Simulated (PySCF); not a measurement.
Work out the structure from these simulated measurements.

Elements present: C, Cl and H. Monoisotopic mass: 97.9690 u.

| Item | Value |
| --- | --- |
| XPS | Cl2p3/2 206.3 (×2), C1s 291.6, C1s 294.0, Cl1s 2828.9 (×2) eV [ΔSCF SCAN, pcX-2 on the ionised atom, pcseg-1 elsewhere, spin-free X2C, 2p3/2 from a spin–orbit splitting computed afterwards within the 2p shell] |
| Rotational structure | rotational constants A, B, C: 6.411, 3.244, 2.289 GHz [GFN2-xTB] |
| Triplet | lowest triplet excitation (Tamm–Dancoff): 6.26 eV [TDA PBE0/def2-SVPD] |
| Polarisability | 54.3 au [PBE0/def2-SVPD] |
| UV, first state | lowest singlet excitation: 7.00 eV (177 nm, f = 0.000) [TDDFT PBE0/def2-SVPD] |
| UV, strongest line | among the 8 lowest singlet transitions: S8 at 8.26 eV (150 nm, f = 0.054) [TDDFT PBE0/def2-SVPD] |
| Dipole | 2.16 D [PBE0/def2-SVPD] |

The electronic properties come from PySCF, for the isolated species, density fitting. Levels stand in brackets. Isolated species at its GFN2-xTB geometry, gas phase.

Task: Which formula fits the mass and the elements?

Result: C2H4Cl2 (calculated 97.9690). No other formula that holds each of these elements comes within 0.0003 u with a fitting electron parity and a possible valence count.

Task: Give a SMILES that accounts for the data.

Result: Numbering: `[CH3:1][CH:2]([Cl:3])[Cl:4]`. Its formula, C2H4Cl2, gives 0 degrees of unsaturation, so no ring and no π bond. The core levels belong to: Cl2p3/2 206.3 eV, alkyl chlorine [Cl3/Cl4]; C1s 291.6 eV, methyl carbon [C1]; C1s 294.0 eV, CHCl2 carbon [C2]; Cl1s 2828.9 eV, alkyl chlorine [Cl3/Cl4]. The optimised geometry has point group Cs and is an asymmetric top. Structure: 1,1-dichloroethane, `C(Cl)(Cl)C`. Computed isomers that give other values at the same levels: `ClCCCl` (core binding energies: Cl2p3/2 206.3 (×2), C1s 292.9 (×2), Cl1s 2828.9 (×2) eV). The assignments are read from this structure; whether some other isomer fits the data as well wasn't checked.
